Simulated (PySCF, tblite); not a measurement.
Isomers of C5H3S (doublet state), one GFN2-xTB conformer each. Single-point energies are computed at B3LYP/pcH-1 (PySCF, gas phase, no added dispersion term), electronic only. GFN2-xTB treats the open shell by occupation alone, and not every SCF solution was tested for stability.

**Question.** Rank them by B3LYP/pcH-1 energy, lowest first (kJ/mol).
A. `C=C1C=[C]C1=S` [radical]
B. `[H]/[C]=C1/C=CC1=S` [radical]

**Answer.** B (0.0), A (7.4).

Neighbours under 21 kJ/mol apart ([H]/[C]=C1/C=CC1=S and C=C1C=[C]C1=S) can change places with a better method, another conformer or zero-point energy. GFN2-xTB itself gives, in the same order: 0.0, 15.7. Both levels put the same isomer lowest.

**Question.** What happens when harmonic zero-point energies from GFN2-xTB frequencies are added?

**Answer.** 
| SMILES | ZPE (kJ/mol) | electronic (kJ/mol) | with ZPE (kJ/mol) |
| --- | --- | --- | --- |
| [H]/[C]=C1/C=CC1=S | 142.5 | 0.0 | 0.0 |
| C=C1C=[C]C1=S | 146.8 | 7.4 | 11.7 |

The zero-point energies span 4.3 kJ/mol. The order is unchanged.
